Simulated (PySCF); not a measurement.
# `[NH3+][BH2-]F`, BFH₅N

Geometry:
```csv
atom,x (Å),y (Å),z (Å)
N1,0.830,0.082,0.089
B2,-0.824,-0.167,-0.054
F3,-1.221,1.011,-0.669
H4,1.287,-0.707,0.530
H5,1.187,0.232,-0.849
H6,0.954,0.927,0.637
H7,-1.245,-0.259,1.055
H8,-0.959,-1.112,-0.765
```

Computed with PySCF, quadratic response CAM-B3LYP/def2-SVPD first hyperpolarisability, Taylor convention, gas phase. Geometry: GFN2-xTB.

Task: Give the tensor of the second harmonic β(−2ω;ω,ω) at 1907 nm in the axes of these coordinates.

Result: In au, Taylor convention; rows are the first index (the induced dipole):
```tsv
	xx	yy	zz	xy	xz	yz
x	-56.6	-14.8	-3.9	+9.2	-12.8	+4.4
y	+9.2	+51.6	+20.2	-14.7	+4.4	-6.8
z	-12.8	-6.8	-30.2	+4.4	-3.8	+20.1
```
Norm of βᵢ = ⅓ Σⱼ (βᵢⱼⱼ + βⱼᵢⱼ + βⱼⱼᵢ): 121.1 au, hyper-Rayleigh value 45.2 au.
